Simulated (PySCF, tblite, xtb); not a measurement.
Bond stretch in CN, doublet.

Levels: UKS-CAM-B3LYP = unrestricted CAM-B3LYP/cc-pVTZ in PySCF; GFN2-xTB, 300 K electronic temperature (tblite); GFN1-xTB (xtb); ROHF/cc-pVTZ (PySCF); UMP2 = MP2 on UHF/cc-pVTZ, 2 core orbitals frozen (PySCF 2.14.0).

Energies are in kJ/mol, each relative to the lowest point of its own curve near equilibrium.

```
R / Å  UKS-CAM-B3LYP  GFN2-xTB  GFN1-xTB   ROHF    UMP2
-----  -------------  --------  --------  -----  ------
0.86           994.6     985.5    1020.2  930.0  1005.6
0.93           484.7     453.9     471.6  428.5   481.2
0.99           225.6     194.0     203.4  181.3   212.6
1.04            97.8      72.8      77.7   66.1    80.3
1.08            38.2      21.2      23.4      ?    21.9
1.12               ?       0.0       0.0    0.0     0.0
1.16             0.0         ?       0.0    5.5     9.5
1.19             5.8         ?         ?   21.8       ?
1.22            19.6      36.0      31.8   46.3    62.8
```

### Question
Fill in the missing entries.

### Answer

- 1.08, ROHF: 18.0
- 1.12, UKS-CAM-B3LYP: 7.8
- 1.16, GFN2-xTB: 1.9
- 1.19, GFN2-xTB: 15.1
- 1.19, GFN1-xTB: 11.9
- 1.19, UMP2: 32.1

The scan ran from 0.86 to 4.65 Å; beyond the distances shown one of the unrestricted levels run for this scan, shown here or not, changes its spin distribution in one step. The unrestricted determinant behind UMP2 is spin-contaminated at 1.08 to 1.22 Å (<S²> up to 1.4, against 0.75 for a pure doublet).
